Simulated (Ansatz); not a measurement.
A structure drawn as `N=CN=CF`, with this starting geometry:

Cartesian coordinates in Å:
```
N 0.4740 1.5476 1.1492
C 0.3936 0.7457 0.2127
N -0.3761 -0.3813 0.4171
C -0.4512 -1.1016 -0.6617
F 0.1744 -0.8919 -1.7649
H -0.0940 1.1278 1.9660
H 0.9257 0.9995 -0.7474
H -1.0465 -2.0459 -0.5709
```

The species carries charge 0 and has multiplicity 1.

Task: Relax it with Ansatz at PBE-D4/def2-SVP and then PBE0-D4/def2-TZVP. Is the drawn bonding still there?

Result: Yes, every drawn bond is still there and no new one forms.

Task: Give the relaxed structure. (Best estimate.)

Result: Computed: 
Z-matrix (Å, degrees):
```
C
N 1 1.406
N 1 1.260 2 122.7
H 1 1.091 2 118.1 3 179.9
C 2 1.248 1 121.0 3 177.6
H 3 1.022 1 109.4 2 -0.0
F 5 1.336 2 125.3 1 -0.2
H 5 1.086 2 123.6 1 179.8
```
All modes are real.

Atoms count as bonded under 1.1 times the sum of their covalent radii (H–H under 0.85 Å, pairs among N, O and F under 1.55 Å), and a drawn bond as lost past 1.3 times.
